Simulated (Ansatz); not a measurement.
## Formation enthalpy of 1T (CdI2-type) CdI2 at several levels of theory

No measured value is used here.

| level (code) | value (eV/atom) |
|---|---|
| LDA (Ansatz) | ___ |
| PBE (Ansatz) | -0.593 |
| PBEsol (Ansatz) | -0.563 |
| PBE-D3(BJ) (Ansatz) | -0.567 |
| PBE-D4 (Ansatz) | -0.581 |
| rVV10 (Ansatz) | -0.565 |
| HSE06 (Ansatz) | ___ |
| PBE0 (Ansatz) | -0.723 |

Task: Complete the blanks.

Result: 
- LDA (Ansatz, a program for electronic structure), value (eV/atom): -0.538
- HSE06 (Ansatz), value (eV/atom): -0.712

Density-functional levels without +SOC have no spin–orbit coupling, which shifts binding energies of heavy elements. LDA, PBE, PBEsol, HSE06, PBE0: the cell comes from a level without a dispersion term, which matters for the spacing of layers, chains or molecules. HSE06: hybrids on metals are sensitive to the k mesh and can open a false gap. Each level is taken at its own relaxed cell. Ansatz's density-functional and Hartree–Fock values are scalar-relativistic unless marked +SOC, with PAW data made under PBE.
